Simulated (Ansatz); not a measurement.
# Loss of H2O: C2H2N2O → C2N2 + H2O

Species: C2H2N2O (1,3,4-oxadiazole) `c1nnco1`, singlet; C2N2 (bisisocyanide) `[C-]#[N+][N+]#[C-]`, singlet; H2O (water) `O`, singlet. 

Shapes, held fixed at every level: PBE0-D4/def2-TZVP. Programs: Ansatz 0.2.0. The zero-point and thermal change to 298 K, harmonic and unscaled (PBE0-D4/def2-TZVP), is -15.4 kJ/mol.

| level | kind | ΔH(298 K) (kJ/mol) | less CCSD(T)/CBS estimate |
| --- | --- | --- | --- |
| HF/def2-SVP | Hartree–Fock | +254.1 | -50.2 |
| HF/def2-TZVPP | Hartree–Fock | +244.1 | -60.2 |
| r2SCAN0-D4/def2-TZVPP | global hybrid | +343.3 | +39.0 |
| CCSD(T)/def2-SVP | coupled cluster or CI | +305.5 | +1.2 |
| CCSD/def2-SVP | coupled cluster or CI | +300.1 | -4.2 |
| CCSD(T)/def2-TZVPP | coupled cluster or CI | +302.5 | -1.8 |
| CCSD/def2-TZVPP | coupled cluster or CI | +294.7 | -9.6 |
| CCSD(T)/CBS estimate | coupled cluster or CI | +304.3 | 0.0 |

The highest level, CCSD(T)/CBS estimate, gives ΔH(298 K) = +304.3 kJ/mol; the levels span +244.1 to +343.3. The column of differences is taken from that level and isn't an error. No measured value is set beside it here. The CBS estimate extrapolates MP2 from def2-TZVPP and def2-QZVPP and adds CCSD(T) − MP2 in the triple-zeta set, cores frozen.
